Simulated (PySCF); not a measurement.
**AlNH3O (SMILES [NH2][Al][OH]) at UB3LYP/aug-cc-pVDZ (density fitting with def2-universal-jkfit)**

What is the vertical doublet–quartet gap of AlNH3O at UB3LYP/aug-cc-pVDZ (density fitting with def2-universal-jkfit)? Input form: a Python script.

The calculation is run with PySCF 2.14.0.

2 further runs of the same task are left out: 2 set aside as unsound or not needed.

## Step 1: The system as given

The species is AlNH3O (6 atoms), meant as a doublet with charge 0. SMILES: `[NH2][Al][OH]`. The coordinates come from a PBE0-D4/def2-TZVP relaxation. This is one conformer, not always the lowest.

Bond lengths: N1–Al2 1.769 Å, Al2–O3 1.705 Å, N1–H4 1.009 Å, N1–H5 1.006 Å, O3–H6 0.956 Å. Angles: N1–Al2–O3 116.1°, Al2–N1–H4 124.1°, Al2–N1–H5 125.0°, Al2–O3–H6 122.8°, H4–N1–H5 110.9°.

## Step 2: A single-point energy at UB3LYP/aug-cc-pVDZ (density fitting with def2-universal-jkfit)

File geometry.xyz:

```xyz
6
AlH3NO
N     -0.923900     0.240200    -0.760800
Al     0.595200     0.601300     0.070700
O      1.194100    -0.618500     1.101200
H     -1.434300    -0.623600    -0.657200
H     -1.394700     0.861600    -1.396800
H      2.005700    -0.525100     1.596800
```

File run.py:

```python
from pyscf import gto, dft

mol = gto.M(
    atom='geometry.xyz',
    basis='aug-cc-pvdz',
    max_memory=1860,
    spin=1,
    verbose=3,
    charge=0,
)

myscf = dft.UKS(mol, xc='b3lyp')
myscf = myscf.density_fit(auxbasis='def2-universal-jkfit')
myscf.conv_tol = 1e-10
myscf.grids.level = 4
myscf.kernel()
if not myscf.converged:
    myscf = myscf.newton().run(myscf.mo_coeff, myscf.mo_occ)

e_tot = myscf.e_tot
print('Final energy', e_tot)
```

The run is started by

```sh
$ OMP_NUM_THREADS=1 python run.py
```

What it wrote:

```text
converged SCF energy = -374.299763872366  <S^2> = 0.75155608  2S+1 = 2.0015555
Final energy -374.2997638723656
```

It took 35 s on 1 thread of Arm Neoverse V1, shared host; peak memory 0.43 GiB.

## Step 3: The quartet at the same level

File job.py:

```python
from pyscf import gto, dft

mol = gto.M(
    atom='''
N       -0.923900       0.240200      -0.760800
Al       0.595200       0.601300       0.070700
O        1.194100      -0.618500       1.101200
H       -1.434300      -0.623600      -0.657200
H       -1.394700       0.861600      -1.396800
H        2.005700      -0.525100       1.596800
''',
    charge=0,
    spin=3,
    verbose=3,
    max_memory=1860,
    basis='aug-cc-pvdz',
)

mf = dft.UKS(mol)
mf.xc = 'b3lyp'
mf = mf.density_fit(auxbasis='def2-universal-jkfit')
mf.grids.level = 4
mf.conv_tol = 1e-10
mf.kernel()
if not mf.converged:
    mf = mf.newton().run(mf.mo_coeff, mf.mo_occ)

e_tot = mf.e_tot
print('E(%s) = %.9f' % ('B3LYP', e_tot))
```

The run is started by

```sh
$ OMP_NUM_THREADS=1 python job.py
```

What it wrote:

```text
WARN: HOMO -0.0412949134950544 >= LUMO -0.328902266072988

WARN: HOMO -0.0644767003859492 >= LUMO -0.0878694756017014

WARN: HOMO -0.0856555978365794 >= LUMO -0.235425221729344

WARN: HOMO -0.0878887545109297 >= LUMO -0.292626143944394

WARN: HOMO -0.0834102375775863 >= LUMO -0.25834631221893

WARN: HOMO -0.0835349385148136 >= LUMO -0.250164234734525

WARN: HOMO -0.0837166264247635 >= LUMO -0.248702878459101

WARN: HOMO -0.0835419083671982 >= LUMO -0.248500629967042

WARN: HOMO -0.0836454601409149 >= LUMO -0.248720486054474

WARN: HOMO -0.0836170160646694 >= LUMO -0.248886346652584

WARN: HOMO -0.0836429732644874 >= LUMO -0.248866290254589

WARN: HOMO -0.0836428274713992 >= LUMO -0.248882646274062

WARN: HOMO -0.0836442784663243 >= LUMO -0.248887625098808

WARN: HOMO -0.0836441107109378 >= LUMO -0.248887882322233

WARN: HOMO -0.0836439275510377 >= LUMO -0.248886760886172

converged SCF energy = -374.098747950038  <S^2> = 3.7556671  2S+1 = 4.0028326
E(B3LYP) = -374.098747950
```

It took 39 s on 1 thread of Arm Neoverse V1, shared host; peak memory 0.43 GiB.

## Step 4: Results

Level: UB3LYP/aug-cc-pVDZ (density fitting with def2-universal-jkfit).

```
                                        quantity          value
                           doublet: total energy  -374.29976 Eh
                          doublet: dipole moment         0.87 D
     doublet: HOMO energy (highest over α and β)       -5.53 eV
      doublet: LUMO energy (lowest over α and β)       -2.69 eV
                                   doublet: ⟨S²⟩          0.752
                           quartet: total energy  -374.09875 Eh
                          quartet: dipole moment         4.27 D
     quartet: HOMO energy (highest over α and β)       -2.28 eV
                                   quartet: ⟨S²⟩          3.756
vertical energy of the quartet above the doublet       5.470 eV
```

**Reading.** At this shape the quartet lies 5.47 eV (126 kcal/mol) above the doublet. Mulliken charges (quartet) run from -0.50 on O3 to +0.38 on Al2; in a basis this large or diffuse they mean little.
